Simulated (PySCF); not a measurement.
Molfile (atoms numbered from 1):
```
C2HCl3
     RDKit          3D

  6  5  0  0  0  0  0  0  0  0999 V2000
   -1.0717    0.4960   -1.7893 Cl  0  0  0  0  0  0  0  0  0  0  0  0
   -0.2356   -0.3660   -0.5835 C   0  0  0  0  0  0  0  0  0  0  0  0
    0.2537    0.1904    0.5202 C   0  0  0  0  0  0  0  0  0  0  0  0
    0.1174    1.8449    0.8947 Cl  0  0  0  0  0  0  0  0  0  0  0  0
    1.0790   -0.7711    1.6739 Cl  0  0  0  0  0  0  0  0  0  0  0  0
   -0.1173   -1.4248   -0.7641 H   0  0  0  0  0  0  0  0  0  0  0  0
  1  2  1  0
  2  3  2  3
  3  4  1  0
  3  5  1  0
  2  6  1  0
M  END
```

Non-relativistic Hamiltonian, one conformer, no solvent model. GIAO PBE0/pcSseg-2 shieldings; PBE0-D3(BJ)/def2-TZVP geometry; PySCF 2.14.0 with density-fitted response routines.

Problem. Predict the 2D correlation tables (HSQC, COSY, HMBC).

Solution. 

HSQC (one-bond C–H):
```
       δH          δC
6.48 (H6)  131.2 (C2)
```

HMBC (two and three bonds, from the bond graph):
```
       δH          δC
6.48 (H6)  146.5 (C3)
```

No COSY cross peaks are expected.

Scale: ¹H and ¹³C against TMS (reference shieldings calculated alike).

Carbons that carry Cl, above all several Cl atoms, come out too deshielded, partly because spin–orbit coupling is missing. Shifts are as computed. Against solution values, carbons near 30 ppm lie about +3 ppm off and those near 130 ppm about +9 ppm; carbons on Cl a further +4 ppm. Of 1211 compounds with measured shifts, 218 miss one by over three times the rms of a fit or turn the order of signals round; such compounds aren't used in these exercises.
